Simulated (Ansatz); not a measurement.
**CH (quartet): wave-function methods side by side at distance C1–H2 = 0.869 Å, cc-pVTZ**

How much of the correlation energy of CH (quartet) does each wave-function method recover here?

Method: cc-pVTZ, core rule «outside noble gas», up to 1 orbitals frozen; program: Ansatz 0.2.0, Gaussian basis.

To be run: UHF; CCSD(T) on ROHF; CCSD(T) on UHF; BCCD(T) on ROHF; CISD as a restricted active space (open shells left free, so some higher excitations enter); CCSDT(Q) on ROHF; CCSDT(Q) on UHF; CASSCF and MRCISD+Q, 5 electrons in 5 orbitals; CASSCF and NEVPT2, 5 electrons in 5 orbitals; Full CI.

14 further runs of the same task are left out: 10 that didn't finish, 4 set aside as unsound or not needed. Runs told in other sessions of the task aren't counted.

## 1. The geometry

The geometry derives from a PBE0/def2-TZVP stationary point (not a proven minimum). One bond is set to the value named and the two fragments are kept rigid.

2 atoms, charge 0, spin multiplicity 4.

Atoms are counted from 1 here; the program's logs count them from 0.

Bond lengths: C1–H2 0.869 Å.

Coordinates:

```xyz
2

C     0.00000    0.00000    0.00000
H     0.00000    0.00000    0.86900
```

## 2. UHF

in.yaml

```yaml
crystal:
  periodic: [false, false, false]
  atoms:
    - {symbol: C, position_ang: [0.000000, 0.000000, 0.000000]}
    - {symbol: H, position_ang: [0.000000, 0.000000, 0.869000]}
basis:
  gaussian: {orbitals: cc-pVTZ}
magnetization: {spin_polarized: true, initial_magnetization: 3}
hamiltonian: {xc: hf}
output: {orbitals: {seedname: orbitals}}
```

Launch:

```
ansatz run in.yaml --threads 1 --pin off --events-out ev --progress --plain --max-ram 2393MiB
```

The runs that follow: CCSD(T) on ROHF; CCSD(T) on UHF; BCCD(T) on ROHF; CISD as a restricted active space (open shells left free, so some higher excitations enter); CCSDT(Q) on ROHF; CCSDT(Q) on UHF; CASSCF and MRCISD+Q, 5 electrons in 5 orbitals; CASSCF and NEVPT2, 5 electrons in 5 orbitals; Full CI.

Q: Predict the results of all the runs planned. Wanted: FCI from the RHF energy; RMP2 from FCI; UMP2 from FCI; RCCSD from FCI; RCCSD(T) from FCI; UCCSD(T) from FCI; RCCSDT(Q) from FCI; UCCSDT(Q) from FCI; NEVPT2 valence from FCI.

As calculated:

| quantity | value |
| --- | --- |
| FCI from the ROHF energy | -2.5545 eV |
| RMP2 from FCI | +42.7 kJ/mol |
| UMP2 from FCI | +42.7 kJ/mol |
| RCCSD from FCI | +5.7 kJ/mol |
| RCCSD(T) from FCI | +0.9 kJ/mol |
| UCCSD(T) from FCI | +0.7 kJ/mol |
| RCCSDT(Q) from FCI | -0.1 kJ/mol |
| UCCSDT(Q) from FCI | -0.2 kJ/mol |
| NEVPT2 valence from FCI | +49.6 kJ/mol |
| MRCISD+Q valence from FCI | +2.3 kJ/mol |
| levels within 1 kcal/mol (43 meV) | RCCSD(T), UCCSD(T), BCCD(T), RCCSDT, UCCSDT, RCCSDT(Q), UCCSDT(Q), MRCISD+Q valence |
| T1 diagnostic | 0.017 |
| effectively unpaired electrons | 3.01 |

RCCSD(T) lands +0.9 kJ/mol from the yardstick (0.4 % of the correlation energy). UCCSDT(Q) falls below full CI: unrestricted runs freeze a spin-polarised core, another one than full CI's, and coupled cluster isn't variational. One determinant dominates. Of the multireference levels listed MRCISD+Q valence comes nearest in total energy (+2.3 kJ/mol), which doesn't show that its space is the better one. These misses are within one basis, not against nature; the frozen cores of restricted and unrestricted runs differ, which can shift their rows.

Levels on UHF freeze UHF's core orbitals, full CI those of ROHF, so the U rows can settle a little off it for that reason alone.

With open shells the CI space here admits some higher excitations, so it is larger than plain CISD.
